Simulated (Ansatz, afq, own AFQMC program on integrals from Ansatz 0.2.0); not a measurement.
**SiGeH5, doublet: AFQMC among the cluster methods**

```xyz
7

Ge   -0.9272    0.0141    0.0000
H    -1.4387    1.4607    0.0000
H    -1.4387   -0.7092    1.2528
H    -1.4387   -0.7092   -1.2528
H     0.6071    0.0141    0.0000
Si    2.4298    0.0141    0.0000
H     2.8262   -1.4654    0.0000
```

Basis cc-pVDZ. Noble-gas cores (and the filled d shells of Ga–Kr and In–Xe) are frozen. Integrals, coupled cluster, full CI and functionals: Ansatz 0.2.0; the random walks run on the same integrals in our own AFQMC program. The CISD trial takes its coefficients from CCSD amplitudes. Released means that phaseless walkers are propagated on without the constraint, phases kept. Error bars are statistical, one sigma. No spin–orbit coupling.

Determinant: UHF, the one that the program's search chose, which needn't be the lowest solution. The geometry is a point of a scan.

No full CI on the walks' own integrals is used here; CCSDT(Q) serves as the reference and is uncertain by about the last step of the cluster series.

Cautions: no relativity below Rb; no spin-orbit coupling; inner d shell frozen.

```
T1 diagnostic                               : 0.0181
weight of the determinant in the CISD state : 0.854
⟨S²⟩ of the determinant                     : 0.777
size of the correlated space                : 13 electrons in 51 orbitals
```

Reference: CCSDT(Q), correlation energy -6.670 eV. The released energy is read at 2.40 1/Eh (meV from the phaseless value at times in 1/Eh: -4 ± 4 at 0.24, -5 ± 3 at 0.51, -3 ± 3 at 0.99, -5 ± 3 at 1.62, -8 ± 3 at 2.40).

| level | E − E(reference) (meV) | share of correlation (%) |
| --- | --- | --- |
| HF | 6669.9 | 0.00 |
| MP2 | 1590.7 | 76.15 |
| CCSD | 186.9 | 97.20 |
| CCSD(T) | 40.0 | 99.40 |
| CCSDT | 5.3 | 99.92 |
| ph-AFQMC/HF | 32.8 ± 20.2 | 99.51 |
| ph-AFQMC/CISD | 2.3 ± 4.5 | 99.97 |
| released AFQMC | -6.0 ± 3.4 | 100.09 |

A walk keeps the symmetry of its determinant, which the program's search chose and which needn't be the lowest solution, so a lower state of the same spin and another symmetry isn't excluded. Released energies are given only where the last usable release times agree within the noise; a slower fall can still hide under it.
